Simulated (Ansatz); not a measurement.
# SO+ (quartet): wave-function methods side by side at distance O1–S2 = 1.818 Å, 6-31G

How much of the correlation energy of SO+ (quartet) does each wave-function method recover here?

Method: 6-31G, core rule «outside noble gas», up to 6 orbitals frozen; program: Ansatz 0.2.0, Gaussian basis.

The runs, in order: UHF; CCSD(T) on ROHF; CCSD(T) on UHF; BCCD(T) on ROHF; CISD as a restricted active space (open shells left free, so some higher excitations enter); CCSDT(Q) on ROHF; CCSDT(Q) on UHF; CISDTQ; CCSDTQ on ROHF; CCSDTQ on UHF; CASSCF and MRCISD+Q, 5 electrons in 5 orbitals; CASSCF and NEVPT2, 5 electrons in 5 orbitals; CASSCF and MRCISD+Q, 11 electrons in 8 orbitals; CASSCF and MRCISD+Q(relaxed), 11 electrons in 8 orbitals; CASSCF and NEVPT2, 11 electrons in 8 orbitals; Full CI.

28 further runs of the same task are left out: 5 for a known fault of the program, 17 that didn't finish, 6 set aside as unsound or not needed. Runs told in other sessions of the task aren't counted.

### 1 The system

The geometry derives from a PBE0/def2-TZVP stationary point (not a proven minimum). One bond is set to the value named and the two fragments are kept rigid.

2 atoms, charge 1, spin multiplicity 4.

Atoms are counted from 1 here; the program's logs count them from 0.

Bond lengths: O1–S2 1.818 Å.

### 2 UHF

in.yaml reads:

```yaml
crystal:
  periodic: [false, false, false]
  atoms:
    - {symbol: O, position_ang: [0.000000, 0.000000, 0.000000]}
    - {symbol: S, position_ang: [0.000000, 0.000000, 1.818000]}
basis:
  gaussian: {orbitals: 6-31G}
total_charge: 1
magnetization: {spin_polarized: true, initial_magnetization: 3}
hamiltonian: {xc: hf}
output: {orbitals: {seedname: orbitals}}
```

On the command line:

```console
$ ansatz run in.yaml --threads 1 --pin off --events-out ev --progress --plain --max-ram 2393MiB
```

The runs that follow: CCSD(T) on ROHF; CCSD(T) on UHF; BCCD(T) on ROHF; CISD as a restricted active space (open shells left free, so some higher excitations enter); CCSDT(Q) on ROHF; CCSDT(Q) on UHF; CISDTQ; CCSDTQ on ROHF; CCSDTQ on UHF; CASSCF and MRCISD+Q, 5 electrons in 5 orbitals; CASSCF and NEVPT2, 5 electrons in 5 orbitals; CASSCF and MRCISD+Q, 11 electrons in 8 orbitals; CASSCF and MRCISD+Q(relaxed), 11 electrons in 8 orbitals; CASSCF and NEVPT2, 11 electrons in 8 orbitals; Full CI.

**Question.** What will the summary of the whole plan be? Wanted: FCI from the RHF energy; RMP2 from FCI; UMP2 from FCI; RCCSD from FCI; RCCSD(T) from FCI; UCCSD(T) from FCI; RCCSDT(Q) from FCI; UCCSDT(Q) from FCI; NEVPT2 pair from FCI.

**Answer**, as computed:

| quantity | value |
| --- | --- |
| FCI from the ROHF energy | -4.2510 eV |
| RMP2 from FCI | +826.5 meV |
| UMP2 from FCI | +1043.5 meV |
| RCCSD from FCI | +174.0 meV |
| RCCSD(T) from FCI | +69.9 meV |
| UCCSD(T) from FCI | +62.3 meV |
| RCCSDT(Q) from FCI | +0.6 meV |
| UCCSDT(Q) from FCI | -2.5 meV |
| NEVPT2 pair from FCI | +675.5 meV |
| MRCISD+Q pair from FCI | +102.6 meV |
| NEVPT2 valence from FCI | +512.1 meV |
| levels within 1 kcal/mol (43 meV) | RCCSDT, UCCSDT, CISDTQ, RCCSDT(Q), UCCSDT(Q), RCCSDTQ, UCCSDTQ, MRCISD+Q valence, MRCISD+Q(relaxed) valence |
| T1 diagnostic | 0.060 |
| effectively unpaired electrons | 3.12 |

**Reading.** RCCSD(T) lands +69.9 meV from the yardstick (1.6 % of the correlation energy). UCCSDT(Q) falls below full CI: unrestricted runs freeze a spin-polarised core, another one than full CI's, and coupled cluster isn't variational. The occupations are near whole numbers, but T1 = 0.060 shows that the orbitals relax strongly. Of the multireference levels listed MRCISD+Q(relaxed) valence comes nearest in total energy (+7.9 meV), which doesn't show that its space is the better one. These misses are within one basis, not against nature; the frozen cores of restricted and unrestricted runs differ, which can shift their rows.

Levels on UHF freeze UHF's core orbitals, full CI those of ROHF, so the U rows can settle a little off it for that reason alone.

With open shells the CI space here admits some higher excitations, so it is larger than plain CISD.
